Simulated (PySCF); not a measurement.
# A PySCF run on PH⁺

State: ²Π (doublet), unpaired electrons π ↑.

An equivalent input (the run itself took its basis sets from the Basis Set Exchange, started from a PBE0 density and held the occupation σ 5α 5β, πx 2α 1β, πy 1α 1β):

```python
from pyscf import gto, scf, cc
mol = gto.M(atom='P 0 0 0; H 0 0 1.442', basis={'P': 'cc-pV(D+d)Z', 'H': 'cc-pVDZ'},
            charge=1, spin=1, verbose=4, symmetry='C2v')
mf = scf.UHF(mol)
mf.irrep_nelec = {'A1': (5, 5), 'B1': (2, 1), 'B2': (1, 1)}
mf.conv_tol = 1e-9
mf.max_cycle = 60
mf.diis_space = 10
mf.kernel()
mycc = cc.CCSD(mf, frozen=[[0, 1, 2, 3, 4], [0, 1, 2, 3, 4]])
mycc.run(conv_tol=1e-7, conv_tol_normt=1e-5, max_cycle=80, diis_space=8)
et = mycc.ccsd_t()
```

The SCF ended at -340.93293342 hartree. The coupled-cluster part of the log:

```
******** <class 'pyscf.cc.uccsd.UCCSD'> ********
CC2 = 0
CCSD nocc = (3, 2), nmo = (23, 23)
frozen orbitals [[0, 1, 2, 3, 4], [0, 1, 2, 3, 4]]
max_cycle = 80
direct = 0
conv_tol = 1e-07
conv_tol_normt = 1e-05
diis_space = 8
diis_start_cycle = 0
diis_start_energy_diff = 1e+09
Init t2, MP2 energy = -0.0715831384659648
Init E_corr(UCCSD) = -0.0715831384710466
cycle = 1  E_corr(UCCSD) = -0.0890985916140238  dE = -0.0175154531  norm(t1,t2) = 0.0586432
cycle = 2  E_corr(UCCSD) = -0.0944762688778713  dE = -0.00537767726  norm(t1,t2) = 0.0258122
cycle = 3  E_corr(UCCSD) = -0.0983332529008445  dE = -0.00385698402  norm(t1,t2) = 0.0131559
cycle = 4  E_corr(UCCSD) = -0.0982310302365672  dE = 0.000102222664  norm(t1,t2) = 0.00244481
cycle = 5  E_corr(UCCSD) = -0.0982651526414464  dE = -3.41224049e-05  norm(t1,t2) = 0.00070974
cycle = 6  E_corr(UCCSD) = -0.0982559008556291  dE = 9.25178582e-06  norm(t1,t2) = 0.000213966
cycle = 7  E_corr(UCCSD) = -0.0982546032997479  dE = 1.29755588e-06  norm(t1,t2) = 7.75707e-05
cycle = 8  E_corr(UCCSD) = -0.0982565350883852  dE = -1.93178864e-06  norm(t1,t2) = 2.14744e-05
cycle = 9  E_corr(UCCSD) = -0.098255415773576  dE = 1.11931481e-06  norm(t1,t2) = 7.18283e-06
cycle = 10  E_corr(UCCSD) = -0.0982557868919691  dE = -3.71118393e-07  norm(t1,t2) = 2.58189e-06
cycle = 11  E_corr(UCCSD) = -0.098255805148568  dE = -1.82565989e-08  norm(t1,t2) = 7.67423e-07
UCCSD converged
E(UCCSD) = -341.0311892232784  E_corr = -0.09825580514856795
UCCSD(T) correction = -0.00181458452578718
```

T1 diagnostic 0.015, D1 0.034, 5 electrons correlated.

Repeating this along the bond gives Re = 1.436 Å and ωe = 2400 cm⁻¹.

A point of this curve took 0.2 CPU seconds beside 0.019 for the integrals (shared host).

Correlated steps freeze 5 core orbitals. The state was picked by a PBE0 search and need not be the measured ground state.
